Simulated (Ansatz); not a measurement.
Born–Oppenheimer molecular dynamics of BClH₄ (6 atoms, charge 0, multiplicity 1). It starts at the highest image of a converged band, a first-order saddle point between two minima.

Computed with RKS LDA/def2-SVPD (Ansatz 0.2.0).

```yaml
ensemble: NVE (velocity Verlet)
time_step: 0.5 fs
steps_asked: 200
starting_velocities_drawn_for: 100 K
seed: 11753
```

First frame:

```xyz
6
Properties=species:S:1:pos:R:3
B 0.036 -0.506 0.084
H -0.028 0.355 1.295
H 1.093 -0.011 -0.259
H -1.003 -0.039 -0.342
Cl 0.050 -2.301 0.333
H -0.020 -0.422 1.578
```

Problem. How far do the bonds stretch over the last three quarters of this one trajectory? (Pairs bonded in most of those frames.)

Solution. 
| bond | mean (Å) | spread (Å) | shortest | longest |
| --- | --- | --- | --- | --- |
| B1–H2 | 1.431 | 0.101 | 1.26 | 1.62 |
| B1–H3 | 1.224 | 0.014 | 1.20 | 1.25 |
| B1–H4 | 1.221 | 0.007 | 1.21 | 1.23 |
| B1–Cl5 | 1.796 | 0.016 | 1.77 | 1.82 |

Mean temperature of the second half: 288 K. The conserved energy stayed within 0.075 meV per atom of its start (net change -0.036 meV per atom), so the integration is sound. The kinetic energy rose, since the run started high on the potential surface and went downhill. A run of 0.1 ps of so small a system gives no equilibrium averages. The orbitals stay closed-shell, which can raise the energy where a bond breaks towards radicals; this wasn't checked here.

The run took 3.2 min on 1 thread of Arm Neoverse V1, on a shared host, peak memory 0.11 GiB.
